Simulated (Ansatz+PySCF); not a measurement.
## triplet CH₂: levels of theory in one basis

```
atom   x (Å)    y (Å)    z (Å)
   C  0.0000   0.0000  -0.1059
   H  0.0000   1.0040   0.3178
   H  0.0000  -1.0040   0.3178
```

Basis set: def2-SVP (spherical functions). Left uncorrelated: 1 orbital. Correlation on ROHF uses semicanonical orbitals with singles. Charge 0, multiplicity 3.

Computed with Ansatz (development build ahead of 0.2.0); each method stands on the lowest determinant of its kind that the runs found. NEVPT2 correlates all electrons. Active spaces start from the frontier orbitals, and the lowest solution found is given.

```json
{"method": "ROHF", "E − E(ROHF) (eV)": "0.00", "<S²> of the determinant": "2.00"}
{"method": "UHF", "E − E(ROHF) (eV)": "-0.15", "<S²> of the determinant": "2.02"}
{"method": "ROHF-MP2", "E − E(ROHF) (eV)": "-2.65", "<S²> of the determinant": "–"}
{"method": "UHF-MP2", "E − E(ROHF) (eV)": "-2.66", "<S²> of the determinant": "2.02"}
{"method": "UHF-CCSD", "E − E(ROHF) (eV)": "-3.19", "<S²> of the determinant": "2.02"}
{"method": "ROHF-CCSD(T)", "E − E(ROHF) (eV)": "-3.24", "<S²> of the determinant": "–"}
{"method": "UHF-CCSD(T)", "E − E(ROHF) (eV)": "-3.24", "<S²> of the determinant": "2.02"}
{"method": "CASSCF(6,6)", "E − E(ROHF) (eV)": "-1.06", "<S²> of the determinant": "–"}
{"method": "CASSCF(4,4)", "E − E(ROHF) (eV)": "-0.48", "<S²> of the determinant": "–"}
{"method": "SC-NEVPT2(6,6)", "E − E(ROHF) (eV)": "-2.83", "<S²> of the determinant": "–"}
```

(1) What does SC-NEVPT2(4,4) give on the same scale?

(2) Is a single determinant a sound starting point here?

Answers

(1) -2.73 eV. NEVPT2 here correlates all electrons, so it doesn't share the others' frozen core.

(2) By this sign, yes. Unrestricted orbitals gain 0.15 eV and <S²> is 2.02 against 2.00 for a pure state. The CASSCF(6,6) natural occupations are 1.98, 1.98, 1.00, 1.00, 0.03, 0.02. The CASSCF(4,4) natural occupations are 1.98, 1.00, 1.00, 0.02.

Caution for CASSCF(4,4): other starts end on other solutions of this active space.
